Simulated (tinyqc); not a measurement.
RHF in the sto-6g basis, for H2O, spin multiplicity 1, step by step. One step of it, computed by the program tinyqc.

Task: Orthogonalisation. S = U s U^T; symmetric (Loewdin) form X = U s^(-1/2) U^T, so that X^T S X = 1.

overlap S:
```
,1O 1s,1O 2s,1O 2px,1O 2py,1O 2pz,2H 1s,3H 1s
1O 1s,1.000000,0.231145,0.000000,0.000000,0.000000,0.037005,0.037005
1O 2s,0.231145,1.000000,0.000000,0.000000,0.000000,0.369684,0.369684
1O 2px,0.000000,0.000000,1.000000,0.000000,0.000000,0.000000,0.000000
1O 2py,0.000000,0.000000,0.000000,1.000000,0.000000,0.264356,-0.264356
1O 2pz,0.000000,0.000000,0.000000,0.000000,1.000000,0.193495,0.193495
2H 1s,0.037005,0.369684,0.000000,0.264356,0.193495,1.000000,0.157251
3H 1s,0.037005,0.369684,0.000000,-0.264356,0.193495,0.157251,1.000000
```

Give: eigenvalues of S; X.

Result:

eigenvalues of S: 0.4547  0.5393  0.8909  1.0000  1.0937  1.3034  1.7179

X:
```
,1O 1s,1O 2s,1O 2px,1O 2py,1O 2pz,2H 1s,3H 1s
1O 1s,1.0223,-0.1317,0.0000,0.0000,-0.0062,0.0169,0.0169
1O 2s,-0.1317,1.1438,0.0000,0.0000,0.0630,-0.2109,-0.2109
1O 2px,0.0000,0.0000,1.0000,0.0000,0.0000,0.0000,0.0000
1O 2py,0.0000,0.0000,0.0000,1.0688,0.0000,-0.1681,0.1681
1O 2pz,-0.0062,0.0630,0.0000,0.0000,1.0323,-0.1084,-0.1084
2H 1s,0.0169,-0.2109,0.0000,-0.1681,-0.1084,1.1160,-0.0527
3H 1s,0.0169,-0.2109,0.0000,0.1681,-0.1084,-0.0527,1.1160
```
